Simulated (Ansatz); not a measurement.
**triplet C2H3ClF2 at 5 levels**

We compute a comparison of 5 runs (UHF/3-21G, U-r2SCAN0/cc-pVDZ, U-wB97M-V/cc-pVDZ, UBHLYP/cc-pVDZ, UCCSD(T)/cc-pVDZ) of triplet C2H3ClF2. 

The results are computed with Ansatz 0.2.0.

55 further runs of the same task are left out: 1 that didn't finish, 54 set aside as unsound or not needed. Runs told in other sessions of the task aren't counted.

## 1. Starting point

C2H3ClF2: 8 atoms, total charge 0, spin state triplet. As SMILES of the parent species, `CC(F)(F)Cl`. The coordinates come from a PBE0-D4/def2-TZVP relaxation. That shape belongs to the parent species and isn't relaxed for this state.

Bond lengths: C1–C2 1.499 Å, C2–F3 1.343 Å, C2–F4 1.343 Å, C2–Cl5 1.781 Å, C1–H6 1.088 Å, C1–H7 1.091 Å, C1–H8 1.088 Å. Some angles: C1–C2–F3 111.0°, C1–C2–F4 111.0°, C1–C2–Cl5 112.0°, F3–C2–F4 106.8°, F3–C2–Cl5 107.9°, F4–C2–Cl5 107.9°, C2–C1–H6 109.7°, C2–C1–H7 108.3°, C2–C1–H8 109.7°, H6–C1–H7 109.7°.

## 2. A single-point energy at UHF/3-21G (run 1)

The input, molecule.yaml:

```yaml
crystal:
  periodic: [false, false, false]
  atoms:
    - {symbol: C, position_ang: [-0.591960, -0.305640, 0.477310]}
    - {symbol: C, position_ang: [0.524930, 0.179790, -0.395910]}
    - {symbol: F, position_ang: [1.713900, 0.014330, 0.206290]}
    - {symbol: F, position_ang: [0.571970, -0.511300, -1.546500]}
    - {symbol: Cl, position_ang: [0.352900, 1.905700, -0.801400]}
    - {symbol: H, position_ang: [-0.600880, 0.257090, 1.409000]}
    - {symbol: H, position_ang: [-0.428120, -1.363800, 0.687730]}
    - {symbol: H, position_ang: [-1.542750, -0.176190, -0.036530]}
basis:
  gaussian: {orbitals: 3-21G.json}
magnetization: {spin_polarized: true, initial_magnetization: 2}
hamiltonian: {xc: hf}
accuracy: high
output: {orbitals: {seedname: orbitals}}
```

The basis set 3-21G is read from a file made from the Basis Set Exchange's data (not shown).

On the command line:

```console
$ ansatz run molecule.yaml --threads 1 --pin off --max-ram 3480MiB --events-out events.jsonl --progress --plain --runs-dir runs
```

What it wrote:

```text
Warning: RAYON_NUM_THREADS=1 ignored (pool sized by the plan → 1); use --threads N
Functional definition: HF
  name "HF"
  exchange = exact_x
  correlation = 0
1268 factors; integrals over basis functions are off by at most 3.4e-9 eV
mean field evaluation 1: about -19911.8048 eV, gradient 2.2e1 eV
mean field evaluation 2: about -19911.8094 eV, gradient 2.2e1 eV
mean field evaluation 4: about -19914.9663 eV, gradient 3.7e0 eV
mean field evaluation 8: about -19915.4774 eV, gradient 5.6e-1 eV
mean field evaluation 16: about -19915.5276 eV, gradient 6.7e-5 eV
mean field evaluation 32: about -19915.4954 eV, gradient 7.2e-2 eV
mean field evaluation 64: about -19915.2445 eV, gradient 1.1e0 eV
mean field evaluation 96: about -19915.4559 eV, gradient 3.0e-1 eV
mean field evaluation 128: about -19914.2948 eV, gradient 1.2e1 eV
mean field evaluation 160: about -19915.5276 eV, gradient 3.1e-6 eV
mean field -19915.52756684 eV, -731.8821388518 hartree, gradient 2.7e-8 eV, S^2 2.006581; 3 other end points of the search recorded, 0 dependent functions left out
reference -19915.52756684 eV, -731.8821388518 hartree; 26, 24 occupied and 29, 31 virtual orbitals, 1268 factors
Total energy: -19915.52756684 eV, -731.8821388518 hartree
```

It took 3.9 s on 1 thread of Arm Neoverse V1, shared host; peak memory 0.17 GiB.

## 3. The energy at U-r2SCAN0/cc-pVDZ (run 2)

The input, job.yaml:

```yaml
crystal:
  periodic: [false, false, false]
  atoms:
    - {symbol: C, position_ang: [-0.591960, -0.305640, 0.477310]}
    - {symbol: C, position_ang: [0.524930, 0.179790, -0.395910]}
    - {symbol: F, position_ang: [1.713900, 0.014330, 0.206290]}
    - {symbol: F, position_ang: [0.571970, -0.511300, -1.546500]}
    - {symbol: Cl, position_ang: [0.352900, 1.905700, -0.801400]}
    - {symbol: H, position_ang: [-0.600880, 0.257090, 1.409000]}
    - {symbol: H, position_ang: [-0.428120, -1.363800, 0.687730]}
    - {symbol: H, position_ang: [-1.542750, -0.176190, -0.036530]}
basis:
  gaussian:
    orbitals: cc-pVDZ
magnetization:
  spin_polarized: true
  initial_magnetization: 2
accuracy: high
hamiltonian:
  xc: {name: r2SCAN0}
output:
  orbitals: {seedname: orbitals}
```

On the command line:

```console
$ ansatz run job.yaml --threads 1 --pin off --max-ram 3480MiB --events-out events.jsonl --progress --plain --runs-dir runs
```

What it wrote:

```text
Warning: RAYON_NUM_THREADS=1 ignored (pool sized by the plan → 1); use --threads N
Functional definition: r2SCAN0
  name "r2SCAN0"
  parameter a = 0.25
  parameter k0 = 0.174
  parameter k1 = 0.065
  parameter a1 = 4.9479
  exchange = (1 - a)*r2scan_x(k0 = k0, k1 = k1, a1 = a1) + a*exact_x
  correlation = r2scan_c
2086 factors; integrals over basis functions are off by at most 3.6e-9 eV
mean field evaluation 1: about -20062.8613 eV, gradient 3.0e1 eV
mean field evaluation 2: about -20055.2452 eV, gradient 4.3e1 eV
mean field evaluation 4: about -20066.8551 eV, gradient 4.7e0 eV
mean field evaluation 8: about -20067.2924 eV, gradient 8.3e-1 eV
mean field evaluation 16: about -20067.2965 eV, gradient 1.3e-3 eV
mean field evaluation 32: about -20067.3589 eV, gradient 1.3e-2 eV
mean field evaluation 64: about -20067.3556 eV, gradient 8.4e-2 eV
mean field -20067.35891391 eV, -737.4618379417 hartree, gradient 8.9e-8 eV, S^2 2.006783; 4 other end points of the search recorded, 0 dependent functions left out
reference -20067.35891484 eV, -737.4618379760 hartree; 26, 24 occupied and 63, 65 virtual orbitals, 2086 factors
Total energy: -20067.35891484 eV, -737.4618379760 hartree
```

Wall time 1.9 min (1 thread of Arm Neoverse V1, shared host); peak memory 0.64 GiB.

Runs 3 to 4 aren't shown in full; the table further down has their settings and results.

## 4. The energy at UCCSD(T)/cc-pVDZ (run 5)

The input, run.yaml:

```yaml
crystal:
  periodic: [false, false, false]
  atoms:
    - symbol: C
      position_ang: [-0.591960, -0.305640, 0.477310]
    - symbol: C
      position_ang: [0.524930, 0.179790, -0.395910]
    - symbol: F
      position_ang: [1.713900, 0.014330, 0.206290]
    - symbol: F
      position_ang: [0.571970, -0.511300, -1.546500]
    - symbol: Cl
      position_ang: [0.352900, 1.905700, -0.801400]
    - symbol: H
      position_ang: [-0.600880, 0.257090, 1.409000]
    - symbol: H
      position_ang: [-0.428120, -1.363800, 0.687730]
    - symbol: H
      position_ang: [-1.542750, -0.176190, -0.036530]
basis:
  gaussian:
    orbitals: cc-pVDZ
correlation:
  method: ccsd_t
  frozen_orbitals: {C: 1, Cl: 5, F: 1, H: 0}
magnetization:
  spin_polarized: true
  initial_magnetization: 2
scf:
  omitted_lower_state_checks: [cluster_reference, increment]
accuracy: high
```

On the command line:

```console
$ ansatz run run.yaml --threads 1 --pin off --max-ram 3480MiB --events-out events.jsonl --progress --plain --runs-dir runs
```

What it wrote:

```text
Warning: RAYON_NUM_THREADS=1 ignored (pool sized by the plan → 1); use --threads N
[... 14 lines left out ...]
9 core orbitals not correlated: weight in the atoms' cores, before any rotation towards them, 1.000 or more for the frozen orbitals, at most 0.000 for the correlated occupied ones
[... 41 lines left out ...]
Total energy: -20039.44112792 eV, -736.4358782301 hartree
Checks for a lower state left out: cluster_reference, increment
```

Run time: 3.1 min. Hardware: 1 thread of Arm Neoverse V1, shared host; peak memory 1.1 GiB.

## 5. Overview of the runs

| run | level | frozen core orbitals | energy (Eh) | HOMO energy (eV) | ⟨S²⟩ | wall time |
| --- | --- | --- | --- | --- | --- | --- |
| 1 | UHF/3-21G | – | -731.882139 | -5.66 | 2.007 | 3.9 s |
| 2 | U-r2SCAN0/cc-pVDZ | – | -737.461838 | -2.24 | 2.007 | 1.9 min |
| 3 | U-wB97M-V/cc-pVDZ | – | -737.533504 | -3.90 | 2.003 | 4.6 min |
| 4 | UBHLYP/cc-pVDZ | – | -737.529256 | -3.27 | 2.006 | 34 s |
| 5 | UCCSD(T)/cc-pVDZ | 9 | -736.435878 | – | 2.014 | 3.1 min |

## 6. Outcome

| quantity | value |
| --- | --- |
| run 5: total energy | -736.43588 Eh |
| run 5: correlation energy (9 core orbitals frozen) | -817.1 mEh |
| run 5: (T) correction | -17.73 mEh |
| run 5: ⟨S²⟩ of the reference determinant | 2.014 |
| run 5: T1 diagnostic | 0.013 |

In words: Totals of different functionals can't be ranked against each other. All runs together took 10 min, the longest 4.6 min.
